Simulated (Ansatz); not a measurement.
**CH₅ClSi: vertical ionisation energy**

How much energy removes an electron from CH₅ClSi at fixed geometry? The cation is run at each level and the neutral's energy taken from earlier runs.

Method: unrestricted cation, the program's frozen cores in correlated methods; program: Ansatz 0.2.0, Gaussian basis.

Levels to be run: UKS PBE-D4/def2-TZVPP; UKS r2SCAN-D4/def2-TZVPP; UKS PBE0-D4/def2-TZVPP; UKS B3LYP-D4/def2-TZVPP; UKS wB97X-V/def2-TZVPP; UKS wB97M-V/def2-TZVPP; UKS B2PLYP/def2-TZVPP; UHF-CCSD(T)/def2-TZVPP; UHF-CCSD(T)/def2-QZVPP; extrapolation to the limit; then −ε(HOMO) from the neutral's earlier runs with LDA (SPW92), PBE-D4, revPBE-D4, BLYP-D4, r2SCAN-D4, B97M-V, PBE0-D4, B3LYP-D4, r2SCANh-D4, r2SCAN0-D4, HSE06-D4, BHLYP-D4, CAM-B3LYP-D4, LC-ωPBE, ωB97X-V, ωB97M-V.

## Step 1: The geometry

The geometry comes from an earlier relaxation with PBE0-D4/def2-TZVP; it is a stationary point, not always the lowest conformer.

SMILES `C[SiH2]Cl`, 8 atoms, charge 0, spin multiplicity 1.

Atoms are counted from 1 here; the program's logs count them from 0.

Bond lengths: C1–Si2 1.857 Å, C1–H4 1.094 Å, C1–H5 1.092 Å, C1–H6 1.092 Å, Si2–Cl3 2.062 Å, Si2–H7 1.483 Å, Si2–H8 1.483 Å. Angles: Si2–C1–H4 110.0°, Si2–C1–H5 110.8°, Si2–C1–H6 110.8°, H4–C1–H5 108.4°, H4–C1–H6 108.4°, H5–C1–H6 108.5°, C1–Si2–Cl3 109.6°, C1–Si2–H7 111.5°, C1–Si2–H8 111.6°, Cl3–Si2–H7 107.2°, Cl3–Si2–H8 107.2°, H7–Si2–H8 109.5°.

## Step 2: Cation, UKS PBE-D4/def2-TZVPP

The input, in.yaml:

```yaml
crystal:
  periodic: [false, false, false]
  atoms:
    - {symbol: C, position_ang: [-0.612048, 0.785387, -0.172981]}
    - {symbol: Si, position_ang: [0.439656, -0.728789, 0.049345]}
    - {symbol: Cl, position_ang: [1.888048, -0.363915, 1.471107]}
    - {symbol: H, position_ang: [-1.381260, 0.598876, -0.927632]}
    - {symbol: H, position_ang: [-0.006517, 1.632718, -0.500579]}
    - {symbol: H, position_ang: [-1.105778, 1.054797, 0.762754]}
    - {symbol: H, position_ang: [1.139105, -1.095528, -1.206346]}
    - {symbol: H, position_ang: [-0.361217, -1.883555, 0.524323]}
basis:
  gaussian: {orbitals: def2-TZVPP}
total_charge: 1
magnetization: {spin_polarized: true, initial_magnetization: 1}
hamiltonian: {xc: pbe, dispersion: d4}
```

Command:

```sh
$ ansatz run in.yaml --threads 2 --pin off --events-out ev --progress --plain --max-ram 32768MiB --backend cpu
```

The runs that follow: Cation, UKS r2SCAN-D4/def2-TZVPP; Cation, UKS PBE0-D4/def2-TZVPP; Cation, UKS B3LYP-D4/def2-TZVPP; Cation, UKS wB97X-V/def2-TZVPP; Cation, UKS wB97M-V/def2-TZVPP; Cation, UKS B2PLYP (frozen core)/def2-TZVPP; Cation, UHF-CCSD(T)/def2-TZVPP; Cation, UHF-CCSD(T)/def2-QZVPP.

**Question.** What will the summary of the whole plan be? Wanted: ionisation energy, CCSD(T)/CBS; nearest functional by difference; nearest −ε(HOMO); −ε(HOMO) of PBE; T1 of the cation.

The runs gave:

| quantity | value |
| --- | --- |
| ionisation energy, CCSD(T)/CBS | 11.45 eV |
| nearest functional by difference | ωB97X-V (-0.21 eV) |
| nearest −ε(HOMO) | LC-ωPBE (+0.07 eV) |
| −ε(HOMO) of PBE | 7.39 eV |
| T1 of the cation | 0.057 |

**Reading.** By cation minus neutral, the functionals miss by 0.86 eV at most. −ε(HOMO) of PBE misses by 4.1 eV, since self-interaction lifts the level. Among orbital estimates LC-ωPBE comes nearest. Hartree-Fock falls 0.85 eV short, as the neutral has more correlation energy than the cation. The cation's T1 (from the report) is 0.057, above the customary mark of 0.045 for open shells, so the coupled-cluster value is less safe.
